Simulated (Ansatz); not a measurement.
bcc Li, treated with PBE (Ansatz, a quantum-chemistry and plane-wave program, plane waves, PAW).

Settings: plane-wave cutoff 520 eV, 22×22×22 k mesh, Fermi–Dirac smearing 0.05 eV, scalar-relativistic PAW data made under PBE.

Computed points:

```json
[
 {"V (Å³/atom)": "19.046", "E − E_lowest (meV/atom)": "3.44", "P (GPa)": "0.951"},
 {"V (Å³/atom)": "19.452", "E − E_lowest (meV/atom)": "1.48", "P (GPa)": "0.605"},
 {"V (Å³/atom)": "19.857", "E − E_lowest (meV/atom)": "0.36", "P (GPa)": "0.288"},
 {"V (Å³/atom)": "20.262", "E − E_lowest (meV/atom)": "0.00", "P (GPa)": "-0.002"},
 {"V (Å³/atom)": "20.667", "E − E_lowest (meV/atom)": "0.35", "P (GPa)": "-0.269"},
 {"V (Å³/atom)": "21.073", "E − E_lowest (meV/atom)": "1.34", "P (GPa)": "-0.513"},
 {"V (Å³/atom)": "21.478", "E − E_lowest (meV/atom)": "2.93", "P (GPa)": "-0.737"}
]
```

Problem. Estimate the bulk modulus from the pressures at 19.857 and 20.667 Å³/atom, and compare it with a fit to all energies.

Solution. B = −V dP/dV. Between V = 19.857 and 20.667 Å³/atom, dP/dV = (-0.269 − (0.288))/(20.667 − 19.857) = -0.688 GPa per Å³/atom; at the midpoint 20.262 Å³/atom this gives B ≈ 13.9 GPa. The third-order Birch–Murnaghan fit gives V0 = 20.258 Å³/atom, B0 = 13.9 GPa, B′ = 3.3, which lies within 1 % of that estimate.

Measured, for comparison: bulk modulus 13.8 GPa (corrected for temperature and zero-point phonon effects, our sources range from 13.1 to 13.9; as tabulated in Levämäki et al. (2014), arXiv:1402.3671); equilibrium volume per atom 20.51 Å³/atom (low-temperature or extrapolated to 0 K; zero-point anharmonic expansion removed; as tabulated in Csonka et al. (2009), arXiv:0903.4037). Computed (rounded) less measured: bulk modulus +0.7 % (0.0 % to +6 % over the range), equilibrium volume per atom -1.2 %.

Computed values are for the static lattice.
